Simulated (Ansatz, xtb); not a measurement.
A geometry optimisation of CHAlN with r2SCAN-D4/def2-SVP

The starting geometry of this gas-phase doublet has its atoms placed at random.

```xyz
4

C     1.1730   -0.2782   -0.9796
Al   -1.1209   -0.2682   -0.0532
N    -0.8038    0.4453    1.6738
H     0.3730   -1.2705    1.0481
```

**Question.** Guess where an optimisation with r2SCAN-D4/def2-SVP ends from this start.

**Answer.** It ends as a structure given below by its coordinates. Contacts that close: C1–Al2 (2.47 → 1.86 Å), C1–H4 (2.40 → 1.10 Å).

The energy falls by 4.34 eV over 18 steps:

| step | E − E(last) (eV) |
| --- | --- |
| 1 | 4.338 |
| 3 | 2.427 |
| 5 | 1.087 |
| 7 | 0.650 |
| 9 | 0.325 |
| 10 | 0.184 |
| 12 | 0.047 |
| 14 | 0.003 |
| 16 | 0.000 |
| 18 | 0.000 |

Final geometry (Å):

```xyz
4

C     0.7199   -0.8763    0.1848
Al   -0.9336   -0.0154    0.2256
N    -1.5334    1.0361    1.7103
H     1.3685   -1.5160   -0.4317
```

From the same start GFN2-xTB ends elsewhere, differing in C1–H4 (4.63 against 1.10 Å here), N3–H4 (1.00 against 4.42 Å here).

From so rough a start the end depends on the optimiser's path, so another program may land elsewhere. The end wasn't checked by frequencies. Open shells are spin-unrestricted. Run with Ansatz 0.2.0, 3.9 min on 1 thread of Arm Neoverse V2, on a shared host.
